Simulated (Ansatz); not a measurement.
# [SiPH4]− (SMILES [SiH2-]P): B3LYP/STO-3G

What is the vertical singlet–triplet gap of [SiPH4]− at B3LYP/STO-3G? 

The calculation is run with Ansatz 0.2.0.

## (1) Starting point

[SiPH4]−: 6 atoms, total charge -1, spin state singlet. As SMILES, `[SiH2-]P`. Geometry: relaxed at GFN2-xTB. This is one conformer, not always the lowest.

Bond lengths: Si1–P2 2.225 Å, Si1–H3 1.503 Å, Si1–H4 1.503 Å, P2–H5 1.375 Å, P2–H6 1.375 Å. Angles: Si1–P2–H5 94.0°, Si1–P2–H6 94.1°, P2–Si1–H3 96.4°, P2–Si1–H4 96.5°, H5–P2–H6 91.3°, H3–Si1–H4 96.7°.

## (2) The energy at B3LYP/STO-3G

molecule.yaml

```yaml
crystal:
  periodic: [false, false, false]
  atoms:
    - {symbol: Si, position_ang: [0.357650, -1.019850, -0.132620]}
    - {symbol: P, position_ang: [-0.355230, 1.071380, 0.132600]}
    - {symbol: H, position_ang: [-0.387090, -1.600590, 1.036860]}
    - {symbol: H, position_ang: [-0.642080, -1.408110, -1.185860]}
    - {symbol: H, position_ang: [0.407400, 1.565440, -0.899820]}
    - {symbol: H, position_ang: [0.619350, 1.391730, 1.048840]}
basis:
  gaussian:
    orbitals: STO-3G
total_charge: -1
hamiltonian:
  xc: {name: B3LYP}
accuracy: high
```

Command:

```
$ ansatz run molecule.yaml --threads 1 --pin off --max-ram 2610MiB --events-out events.jsonl --progress --plain --runs-dir runs
```

Log:

```text
Warning: RAYON_NUM_THREADS=1 ignored (pool sized by the plan → 1); use --threads N
Functional definition: B3LYP
  name "B3LYP"
  parameter a0 = 0.2
  parameter ax = 0.72
  parameter ac = 0.81
  exchange = (1 - a0 - ax)*slater_x + ax*b88_x + a0*exact_x
  correlation = (1 - ac)*vwn_rpa_c + ac*lyp_c
393 factors; integrals over basis functions are off by at most 2.7e-9 eV
mean field evaluation 1: about -17029.3379 eV, gradient 1.4e1 eV
mean field evaluation 2: about -17029.8797 eV, gradient 9.1e0 eV
mean field evaluation 4: about -17030.2525 eV, gradient 2.2e-1 eV
mean field evaluation 8: about -17030.2289 eV, gradient 3.8e-4 eV
mean field -17030.22889197 eV, -625.8493682761 hartree, gradient 3.0e-8 eV, S^2 0.000000; 0 other end points of the search recorded, 0 dependent functions left out
reference -17030.22892057 eV, -625.8493693271 hartree; 17, 17 occupied and 5, 5 virtual orbitals, 393 factors
Total energy: -17030.22892057 eV, -625.8493693271 hartree
```

Wall time 0.95 s (1 thread of AMD EPYC 9R14 (Zen 4), shared host); peak memory 0.12 GiB.

## (3) The triplet, same level

molecule.yaml, as its differences from that of step 2:

```diff
@@ -13,2 +13,5 @@
 total_charge: -1
+magnetization:
+  spin_polarized: true
+  initial_magnetization: 2
 hamiltonian:
```

Command:

```
$ ansatz run molecule.yaml --threads 1 --pin off --max-ram 2610MiB --events-out events.jsonl --progress --plain --runs-dir runs
```

Log, shortened:

```text
Warning: RAYON_NUM_THREADS=1 ignored (pool sized by the plan → 1); use --threads N
[... 7 set-up lines as earlier in the session ...]
393 factors; integrals over basis functions are off by at most 2.7e-9 eV
mean field evaluation 1: about -17021.4754 eV, gradient 1.1e1 eV
mean field evaluation 2: about -17021.1972 eV, gradient 1.1e1 eV
mean field evaluation 4: about -17022.7947 eV, gradient 5.4e-1 eV
mean field evaluation 8: about -17022.7519 eV, gradient 6.1e-1 eV
mean field evaluation 16: about -17023.5828 eV, gradient 4.9e-5 eV
mean field -17023.58282891 eV, -625.6051299637 hartree, gradient 2.2e-8 eV, S^2 2.002016; 2 other end points of the search recorded, 0 dependent functions left out
reference -17023.58285717 eV, -625.6051310020 hartree; 18, 16 occupied and 4, 6 virtual orbitals, 393 factors
Total energy: -17023.58285717 eV, -625.6051310020 hartree
```

It took 1.9 s on 1 thread of AMD EPYC 9R14 (Zen 4), shared host; peak memory 0.16 GiB.

## (4) Summary of results

Level: B3LYP/STO-3G.

```
                                        quantity          value
                           singlet: total energy  -625.84937 Eh
                           triplet: total energy  -625.60513 Eh
                                   triplet: ⟨S²⟩          2.002
vertical energy of the triplet above the singlet       6.646 eV
```

**Reading.** At this shape the triplet lies 6.65 eV (641 kJ/mol) above the singlet. For an anion a state so high probably lies above electron detachment. In a minimal basis such a difference can be off by several eV, whatever the method.
